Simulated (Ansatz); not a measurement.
## Down a group: vertical spin gaps of H₂N–C, Si–NH₂

Ansatz 0.2.0, functionals in def2-QZVPP, HF, MP2 and coupled cluster extrapolated from def2-TZVPP and def2-QZVPP (exp(−7.88 √X), X^−2.97); geometries are PBE0/def2-TZVP minima. Wave-function levels freeze the cores; HF, MP2 and coupled cluster are restricted for singlets and unrestricted otherwise, Kohn–Sham unrestricted where that lies lower. The best estimate adds to that CCSD(T) limit the step from CCSD(T) to the highest level run in a smaller set (CCSDT(Q)/cc-pVDZ). It lacks core correlation, which semilocal and hybrid functionals hold and which counts in their errors here, (a few kJ/mol in atomization energies of light atoms) is good to about 1 kcal/mol where the step is under 0.06 eV, as here, and is no measured value. An error is the level's value less this estimate. Energies are electronic, without zero-point terms. No spin–orbit coupling and no scalar relativity. CCSD(T)'s error is that step with its sign reversed, by construction, and steps from double-zeta sets run high. The species are chosen: bound, without strong static correlation by their natural occupations or amplitudes, in their lowest spin state as far as vertical gaps and like structures tell, and with a ladder that closes on the reference, so errors are smaller than for species at large; levels whose determinant breaks symmetry or spin markedly are left out.

```tsv
species	bonds (Å)	quantity	symmetry of the states	reference	value (kcal/mol)	error CCSD	error CCSD(T)	error PBE	error B97M-V	error wB97M-V
H2N–C, doublet	C–N 1.286, N–H 1.022, angles at N 114/123°	quartet less doublet, vertical	B2 / A2	limit + step to CCSDT(Q)/cc-pVDZ	92.9	-2.6	-0.3	-1.5	1.7	3.7
Si–NH2, doublet	N–Si 1.705, N–H 1.010, angles at N 111/124°	quartet less doublet, vertical	B2 / A2	limit + step to CCSDT(Q)/cc-pVDZ	80.5	-1.7	-0.2	-0.1	3.5	7.6
```

The reference falls from C to Si, by 12.4 kcal/mol in all.
